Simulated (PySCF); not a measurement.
**MgP: from constants to spectrum**

PBE0 constants of MgP, ⁴Σ⁻ (quartet), unpaired electrons σ ↑, π ↑↑ (Mg def2-TZVP, P def2-TZVP; no relativity (PySCF 2.14); masses 23.9850 and 30.9738 u):

| Quantity | Value |
| --- | --- |
| ωe | 311.7 cm⁻¹ |
| ωexe | 2.69 cm⁻¹ |
| Be | 0.19402 cm⁻¹ |
| αe | 0.00187 cm⁻¹ |
| D (centrifugal) | 3.01e-07 cm⁻¹ |
| De to Mg + P | 0.85 eV |

(1) Give the vibrational terms G(v) and spacings up to v = 6.

(2) How well does the Morse estimate ωe²/(4ωexe) reproduce De, and what is D0?

The state is the lowest determinant that a PBE0 search found; another state may lie lower at other levels.

Answers

(1) G(v) = ωe(v+½) − ωexe(v+½)².

| v | G(v) (cm⁻¹) | G(v) − G(v−1) | Bv (cm⁻¹) |
| --- | --- | --- | --- |
| 0 | 155.2 |  | 0.1931 |
| 1 | 461.5 | 306.3 | 0.1912 |
| 2 | 762.4 | 300.9 | 0.1893 |
| 3 | 1058.0 | 295.6 | 0.1875 |
| 4 | 1348.2 | 290.2 | 0.1856 |
| 5 | 1633.0 | 284.8 | 0.1837 |
| 6 | 1912.4 | 279.4 | 0.1819 |

(2) It gives 1.12 eV, 132 % of the computed De. D0 = De − G(0) = 0.85 − 0.02 = 0.83 eV.
